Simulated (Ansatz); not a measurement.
Results of PBE-D4 (plane waves, PAW; Ansatz, a quantum-chemistry and plane-wave program) for rutile TiO2.

Settings: plane-wave cutoff 520 eV, 8×8×12 k mesh (along the axes of the cell as run), Fermi–Dirac smearing 0.01 eV, no spin polarisation, scalar-relativistic PAW data made under PBE.

On both sides of the equilibrium volume: at 10.245 Å³/atom the pressure is 4.52 GPa and the direct gap at Γ 1.892 eV; at 10.663 Å³/atom they are -3.99 GPa and 1.866 eV. The fitted bulk modulus is 212 GPa.

Work out the volume deformation potential of this gap and its pressure coefficient, in two ways.

a_V = dE_g/d ln V = (1.866 − 1.892)/ln(10.663/10.245) = -0.65 eV. Since dP = −B d ln V, dE_g/dP = −a_V/B = 3 meV/GPa. Straight from the pressures: (1.892 − 1.866)/(4.52 − (-3.99)) = 3 meV/GPa. At this level and over this range the gap at Γ widens under pressure.

Note: the bulk modulus comes from volumes at which shape and atoms were relaxed.
